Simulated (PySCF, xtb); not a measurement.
C3H7, SMILES C[CH]C (connectivity only; charge and spin as stated), charge +1, multiplicity 1.

Harmonic wavenumbers (cm⁻¹) from GFN2-xTB in xtb 6.7.1 at its own minimum, in rising order: 117, 185, 421, 669, 763, 927, 949, 965, 1192, 1211, 1237, 1256, 1300, 1310, 1331, 1421, 1500, 2856, 2858, 2918, 2924, 2999, 3056, 3061.

Q: What does PBE-D3(BJ)/def2-TZVP in PySCF give at its own minimum? (Estimate from the structure and the level; the computed values follow.)

A: 101, 137, 411, 596, 725, 894, 923, 1065, 1160, 1203, 1223, 1259, 1309, 1318, 1381, 1428, 1512, 2816, 2828, 2954, 2958, 3051, 3105, 3108. Paired by order, the mean absolute difference is 32 cm⁻¹ and the zero-point energies are 53.5 and 53.6 kcal/mol.
